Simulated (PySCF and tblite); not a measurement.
Results of a calculation; reference values are marked as such.
C₅H₁₀O, numbered as in [CH3:1][C:2](=[O:3])[CH:4]([CH3:5])[CH3:6].

The ensemble was built from 90 distance-geometry starts (ETKDG and KDG, MMFF94s, GFN2-xTB) and rests on PBE0-D3(BJ)/def2-SVP geometries. Energies: PBE0-D3(BJ)/def2-TZVP (IEF-PCM, chloroform), with GFN2-xTB thermal terms (modes under about 100 cm⁻¹ blended into free rotors). Symmetry numbers and mirror images are counted. Conformers within 3 kcal/mol (GFN2-xTB free energy) were kept, 8 at most. GIAO shieldings: PBE0/pcSseg-1 (IEF-PCM, chloroform). Shifts are against TMS (¹H), TMS (¹³C) at the same level. Programs: PySCF with density fitting and tblite.

(1) List the conformer-averaged shifts at 298.15 K.

(2) How do the conformers differ?

(3) Which signal moves most, for its nucleus, between 180 and 400 K through the change of populations alone?

Shifts are unscaled: against experiment ¹³C can be off by 15 ppm or more and ¹H by 0.8 ppm.

Results:

(1) ¹H: 2.38 (H4, 1H), 2.22 (H1, 3H), 1.04 (H5/H6, 6H) ppm. ¹³C: 222.1 (C2), 43.9 (C4), 30.3 (C1), 20.4 (C5/C6) ppm.

(2) Torsions listed: O3–C2–C4–C5. Of a mirror pair one member is shown.
```json
{"conformer": "1", "shape": "-95°", "weight %": "81.8"}
{"conformer": "2", "shape": "136°", "weight %": "18.2"}
```

```json
{"signal": "H1", "1": "2.24", "2": "2.11", "average": "2.22"}
{"signal": "H4", "1": "2.45", "2": "2.06", "average": "2.38"}
{"signal": "H5/H6", "1": "1.02", "2": "1.13", "average": "1.04"}
{"signal": "C1", "1": "31.2", "2": "26.1", "average": "30.3"}
{"signal": "C2", "1": "222.0", "2": "222.7", "average": "222.1"}
{"signal": "C4", "1": "43.0", "2": "48.0", "average": "43.9"}
{"signal": "C5/C6", "1": "20.2", "2": "21.0", "average": "20.4"}
```

(3) H4: 2.41 ppm at 180 K, 2.40 ppm at 230 K, 2.38 ppm at 298.15 K, 2.37 ppm at 330 K, 2.36 ppm at 400 K. Exchange is taken as fast throughout; ring flips and hindered rotations can be slow on the NMR time scale at the lower temperatures.
